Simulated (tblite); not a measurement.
Species: succinonitrile, C₄H₄N₂.
Bonds: N1–C2 (triple), C2–C3, C3–C4, C4–C5, C5–N6 (triple). Hydrogens: H7, H8 on C3; H9, H10 on C4.

Computed with GFN2-xTB (tblite), gas phase: nudged elastic band of 9 images (0 to 8), spring 0.2 eV/Å², climbing image at the end, force threshold 0.05 eV/Å. No saddle search or frequency run followed, so the top image need not be a first-order saddle, and its height can exceed the method's true barrier by a kcal/mol or more.

The band describes a rotation about C3–C4 (sp3 carbon next to a nitrile, sp3 carbon next to a nitrile), followed by the dihedral C2–C3–C4–C5, from the optimised start (180°) to a second optimised geometry at -67°.

**Question.** How does the energy change from image to image?

**Answer.** 
```
image  dihedral (°)  E (kJ/mol)  C3–C4 (Å)  C2···C5 (Å)  largest true force (eV/Å)
    0           180        0.00      1.540         3.71                       0.01
    1          -167        0.92      1.540         3.69                       0.04
    2          -153        3.36      1.543         3.65                       0.05
    3          -139        6.25      1.547         3.59                       0.04
    4          -124        8.15      1.549         3.49                       0.03
    5          -110        8.06      1.549         3.38                       0.03
    6           -96        6.26      1.546         3.24                       0.03
    7           -82        4.02      1.543         3.10                       0.03
    8           -67        2.77      1.540         2.97                       0.01
```

Barriers of this band. The top is image 4 at -124°: 8.15 kJ/mol forward and 5.38 kJ/mol back; the end lies 2.77 kJ/mol above the start. The central bond is 0.009 Å longer at the top than at the start.

**Question.** What rate follows at 250 K for crossing this barrier forward?

**Answer.** Taking the electronic barrier for the free energy of activation (no zero-point or entropy terms, transmission 1), rate = (kT/h)·exp(−ΔE/kT) ≈ 1 × 10^11 s⁻¹, whose inverse is 1 × 10^-11 s. An error of 1 kcal/mol in the barrier changes this by a factor of 7, and the method and the loose band can each miss by that much or more. The barrier is only 3.9 kT, where transition-state theory is rough.

**Question.** How would the two end points share their population at 250 K, from these energies alone?

**Answer.** exp(−ΔE/kT) with ΔE = 0.029 eV gives 0.26 for the higher one (end) against 1 for the lower, without vibrational, rotational or degeneracy terms. GFN2-xTB can put conformers this close in the wrong order.

**Question.** How long is the path, and how are the images spaced?

**Answer.** Cartesian distances between aligned neighbours (all atoms, Å): 0.47, 0.50, 0.50, 0.51, 0.50, 0.50, 0.50, 0.52; the sum is 4.00 Å, and the top lies 49 % of the way along.

What follows is the cost of the whole band run. On an Intel Xeon Platinum 8488C with one thread, on a shared host, this took 1.7 s wall and 0.18 GiB of memory at its peak.
